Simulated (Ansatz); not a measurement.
Process, species as SMILES: C(=O)=[CH] → [CH-]=C=O (an electron is taken up)
B3LYP-D3(BJ)/def2-TZVP geometries, fixed; electronic energies without zero-point terms; positive where energy is released.

The adiabatic electron affinity at MP2 with Ansatz (a quantum-chemistry and plane-wave program), in eV, split into its Hartree-Fock and correlation parts. Cores are frozen. Open shells are unrestricted. No added dispersion term, no relativity. Functions are those of the species that has most. These sets lack the diffuse functions that anions need.

```tsv
basis	X	functions	Hartree-Fock	MP2
cc-pVDZ	2	47	0.533	1.645
cc-pVTZ	3	104	0.789	2.232
cc-pVQZ	4	195	0.890	2.466
cc-pV5Z	5	328	0.948	2.586
```

Worked estimate of the basis-set limit from each neighbouring pair, with Hartree-Fock from the larger set and the correlation part extrapolated as X^-3.
Correlation parts: X = 2: 1.112, X = 3: 1.443, X = 4: 1.576, X = 5: 1.638.
- (2,3): (27·(1.443) - 8·(1.112))/19 = 1.582; with Hartree-Fock 0.789 the estimate is 2.371 eV.
- (3,4): (64·(1.576) - 27·(1.443))/37 = 1.673; with Hartree-Fock 0.890 the estimate is 2.563 eV.
- (4,5): (125·(1.638) - 64·(1.576))/61 = 1.703; with Hartree-Fock 0.948 the estimate is 2.651 eV.
The last two estimates differ by 0.088 eV; the largest set lies 0.065 from the last. Over the last step Hartree-Fock moves by 0.058 and the correlation part by 0.062.
